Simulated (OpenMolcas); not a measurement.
## B2NH5 (SMILES BNB): the energy, rung by rung

B2NH5 has 8 atoms, charge 0, and is taken as a singlet. SMILES: `BNB`. Geometry: relaxed at PBE0-D4/def2-TZVP.

```csv
atom,x (Å),y (Å),z (Å)
B,-0.8282,0.6549,-0.6933
N,0.2600,0.3777,0.1708
B,0.6952,-0.9109,0.5677
H,-1.4494,-0.2614,-1.1401
H,-1.0978,1.7912,-0.9541
H,0.7710,1.1695,0.5365
H,1.6316,-1.0142,1.3056
H,0.1097,-1.8641,0.1509
```

Quantity: the energy change with the B1–H5 bond stretched from 1.197 to 1.556 Å, in eV. The values are calculated.

```csv
level,kind,program,value (eV),less CCSD(T)/aug-cc-pVDZ,CPU time (all runs)
HF/aug-cc-pVDZ (restricted),Hartree–Fock,OpenMolcas,0.93,+0.11,25 s
SVWN5/aug-cc-pVDZ (restricted),LDA,OpenMolcas,0.77,-0.05,69 s
revPBE/aug-cc-pVDZ (restricted),GGA,OpenMolcas,0.77,-0.05,98 s
TPSS/aug-cc-pVDZ (restricted),meta-GGA,OpenMolcas,0.84,+0.02,2.4 min
PBE0/aug-cc-pVDZ (restricted),global hybrid,OpenMolcas,0.85,+0.03,92 s
B2PLYP/aug-cc-pVDZ (restricted),double hybrid,OpenMolcas,0.88,+0.06,77 s
MP2/aug-cc-pVDZ (restricted),perturbation theory,OpenMolcas,0.88,+0.06,23 s
CCSD(T)/aug-cc-pVDZ (Cholesky decomposition) (restricted),coupled cluster or CI,OpenMolcas,0.82,0.00,8.6 min
```

CCSD(T)/aug-cc-pVDZ (Cholesky decomposition) (restricted) is the highest level here, not the true value. The first shape isn't each level's own minimum. The values span 0.77 to 0.93 eV. CPU times are rough (shared hosts, several kinds of processor): they show what a rung costs within a factor of a few.
